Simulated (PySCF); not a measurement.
These are PBE-D3(BJ)/def2-TZVP // PBE0-D3(BJ)/def2-SVP (PySCF) values and carry that method's errors. Gas-phase values, no solvent. 

Reference species (SMILES): `N` (neutral, multiplicity 1).

* **dipole moment**: 1.75 D
* **HOMO**: -6.07 eV

Changed species: `O` (free base H2O; the reference has free base NH3).

Question: Predict the effect on the dipole moment and HOMO.

Answer: the dipole moment rises by 0.30 D, to 2.05 D; the HOMO falls by 0.91 eV, to -6.98 eV.
